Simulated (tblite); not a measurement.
C3H4ClO (doublet state).
Cartesian coordinates in Å at the GFN2-xTB level; atoms count from 1:
```xyz
9
C3H4ClO angstrom
C      1.4918    0.3862    0.2636
C      0.2202    0.2106   -0.1991
Cl    -0.2396    1.0103   -1.6987
C     -0.7743   -0.5469    0.3945
O     -2.0124   -0.6958   -0.0947
H      1.7987   -0.0900    1.1748
H      2.2044    0.9924   -0.2599
H     -0.5970   -1.0753    1.3160
H     -2.0783   -0.1855   -0.9218
```

The geometry is computed with GFN2-xTB (gas phase). This method treats the open shell by occupation alone, without spin polarisation.

Masses are those of the commonest isotopes; rigid-rotor values at the optimised geometry. The values belong to one conformer with, in the numbering `[CH2:1]=[C:2]([Cl:3])[CH:4][OH:5]`, C1–C2–C4–O5 180°, C2–C4–O5–H 0°.

Problem. What are A, B and C (cm⁻¹)?

Solution. Ia = 95.39, Ib = 131.27, Ic = 226.65 u·Å²; 505379 MHz·u·Å²/I gives 5298, 3850 and 2230 MHz, that is A = 0.17673, B = 0.12842, C = 0.07438 cm⁻¹.

Problem. What kind of rotor is it?

Solution. An asymmetric top: κ = (2 × 3850 − 5298 − 2230)/(5298 − 2230) = 0.06.

Problem. Is it planar, by Δ = Ic − Ia − Ib?

Solution. Planar: Δ = Ic − Ia − Ib = 0.00 u·Å². For a rigid frame Δ = −2 Σ m c², so it vanishes when all atoms lie in the ab plane; here none is more than 0.01 Å from it.

Problem. Estimate the classical rotational partition function at 25 K, 100 K and 298.15 K.

Solution. Point group Cs, symmetry number σ = 1; q = (√π/σ)·√((kT/h)³/(ABC)), k/h = 20836.6 MHz/K: 3120 at 25 K, 25000 at 100 K, 129000 at 298.15 K.

For this open shell read J as N, the rotation without spin; fine and hyperfine splittings come on top. Its GFN2-xTB frequencies are all real (lowest 208 cm⁻¹). Zero-point vibration and centrifugal distortion are left out.

Hardware: an Arm Neoverse N1 with one thread, no GPU, shared host with 64 logical CPUs at a one-minute load of 42. Cost: 0.39 s wall. That covers the optimisation of the geometry.
